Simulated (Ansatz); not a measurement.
The reference is Ag in the fcc (Cu type) structure (space group Fm-3m, No. 225; a = 4.1486 Å).

Calculations: plane-wave PAW DFT at the PBE level (Ansatz, an electronic-structure program, 420 eV), without spin-orbit coupling.

Modification: full substitution Ag → Au; the structure is relaxed again.

Measured lattice parameter a: Ag 4.062 Å (static lattice; corrected from measurement; as listed in Daniel Mejia-Rodriguez, S. B. Trickey, Phys. Rev. B (2018)); Au 4.062 Å (static lattice; corrected from measurement; as listed in Daniel Mejia-Rodriguez, S. B. Trickey, Phys. Rev. B (2018)).

Q: How well does PBE reproduce the measured shift?

A: With PBE the lattice parameter a moves by +0.009 Å (4.149 → 4.157) against +0.000 Å measured.

Whether these cells are dynamically stable was not tested.
